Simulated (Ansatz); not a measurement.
in.yaml

```yaml
crystal:
  periodic: [false, false, false]
  atoms:
    - {symbol: Sn, position_ang: [0.000000, -0.025530, 0.000000]}
    - {symbol: H, position_ang: [0.000000, 1.503382, -2.630404]}
    - {symbol: H, position_ang: [0.000000, 1.503382, 2.630404]}
basis:
  gaussian: {orbitals: def2-SVP}
magnetization: {spin_polarized: true, initial_magnetization: 2}
correlation: {method: ccsd_t, electrons: outside_noble_gas}
```

```sh
$ ansatz run in.yaml --threads 1 --pin off --events-out ev --progress --plain --max-ram 2393MiB
```

Log:

```
448 factors; integrals over basis functions are off by at most 2.4e-4 eV
mean field evaluation 1: about -5829.9765 eV, gradient 6.2e0 eV
mean field evaluation 2: about -5829.9923 eV, gradient 6.2e0 eV
mean field evaluation 4: about -5831.4481 eV, gradient 3.2e0 eV
mean field evaluation 8: about -5832.2261 eV, gradient 5.1e-1 eV
mean field evaluation 16: about -5832.2339 eV, gradient 1.1e-6 eV
mean field evaluation 32: about -5831.4304 eV, gradient 3.2e0 eV
mean field evaluation 64: about -5832.0432 eV, gradient 5.0e-1 eV
mean field evaluation 96: about -5832.2277 eV, gradient 3.5e-1 eV
mean field evaluation 128: about -5832.2071 eV, gradient 1.0e0 eV
mean field evaluation 160: about -5831.8805 eV, gradient 3.5e0 eV
...
mean field evaluation 1152: about -5830.2005 eV, gradient 5.6e0 eV
mean field evaluation 1184: about -5831.3101 eV, gradient 5.4e-1 eV
mean field evaluation 1216: about -5831.3214 eV, gradient 5.0e-4 eV
mean field -5832.46471826 eV, -214.3391250095 hartree, gradient 6.4e-6 eV, S^2 2.877740; 31 other end points of the search recorded, 0 dependent functions left out
determinant -5832.46471826 eV, -214.3391250095 hartree, with singles and doubles -5833.96031878 eV, -214.3940873148 hartree
determinant -5832.23391279 eV, -214.3306430648 hartree, with singles and doubles -5833.86956660 eV, -214.3907522337 hartree
determinant -5832.17794977 eV, -214.3285864620 hartree, with singles and doubles -5833.70664965 eV, -214.3847651462 hartree
determinant -5832.06671523 eV, -214.3244986681 hartree, with singles and doubles -5833.65136909 eV, -214.3827336230 hartree
determinant -5832.04607576 eV, -214.3237401812 hartree, with singles and doubles -5833.40370560 eV, -214.3736321578 hartree
determinant -5832.04546062 eV, -214.3237175755 hartree, with singles and doubles -5833.53153763 eV, -214.3783298983 hartree
determinant -5831.79286024 eV, -214.3144346828 hartree, with singles and doubles -5833.20738519 eV, -214.3664175156 hartree
determinant -5831.56354264 eV, -214.3060074162 hartree, with singles and doubles -5833.04769740 eV, -214.3605490978 hartree
determinant -5831.47666524 eV, -214.3028147308 hartree, with singles and doubles -5832.94966308 eV, -214.3569464029 hartree
determinant -5831.07916663 eV, -214.2882069264 hartree, with singles and doubles -5833.77380398 eV, -214.3872330224 hartree
determinant -5830.79487850 eV, -214.2777595301 hartree, with singles and doubles -5832.61463503 eV, -214.3446343493 hartree
determinant -5830.77116593 eV, -214.2768881091 hartree, with singles and doubles -5832.75757377 eV, -214.3498872508 hartree
determinant -5830.69022604 eV, -214.2739136231 hartree, with singles and doubles -5832.72099414 eV, -214.3485429742 hartree
determinant -5830.68948229 eV, -214.2738862909 hartree, with singles and doubles -5832.56869666 eV, -214.3429461452 hartree
determinant -5832.46471826 eV, -214.3391250095 hartree, with singles and doubles -5834.03086271 eV, -214.3966797566 hartree
determinant -5832.23391279 eV, -214.3306430648 hartree, with singles and doubles -5834.01256043 eV, -214.3960071600 hartree
determinant -5832.17794977 eV, -214.3285864620 hartree, with singles and doubles -5833.79037684 eV, -214.3878420638 hartree
determinant -5832.06671523 eV, -214.3244986681 hartree, with singles and doubles -5833.76569714 eV, -214.3869351015 hartree
determinant -5832.04546062 eV, -214.3237175755 hartree, with singles and doubles -5833.66802500 eV, -214.3833457166 hartree
determinant -5831.07916663 eV, -214.2882069264 hartree, with singles and doubles -5833.78663233 eV, -214.3877044554 hartree
9 core orbitals not correlated: weight in the atoms' cores, before any rotation towards them, 1.000 or more for the frozen orbitals, at most 0.000 for the correlated occupied ones
reference -5832.23391279 eV, -214.3306430648 hartree; 4, 2 occupied and 23, 25 virtual orbitals, 448 factors
second order -0.96841432 eV of doubles, -0.00000000 eV of singles
cycle   1  -1.77864658 eV  change    1.1e-6 eV  update   4.9e-6
cycle   2  -1.77864192 eV  change    4.7e-6 eV  update   4.4e-6
cycle   3  -1.77863606 eV  change    5.9e-6 eV  update   3.3e-6
cycle   4  -1.77862641 eV  change    9.6e-6 eV  update   2.5e-6
cycle   5  -1.77861969 eV  change    6.7e-6 eV  update   1.5e-6
cycle   6  -1.77861803 eV  change    1.7e-6 eV  update   7.8e-7
cycle   7  -1.77861562 eV  change    2.4e-6 eV  update   5.7e-7
perturbative correction -0.13857836 eV, -0.0050926609 hartree
Total energy: -5834.15110677 eV, -214.4010986442 hartree
```

Ran on 1 thread of Arm Neoverse V2, shared host: 8 s wall, 0.09 GiB peak host memory.
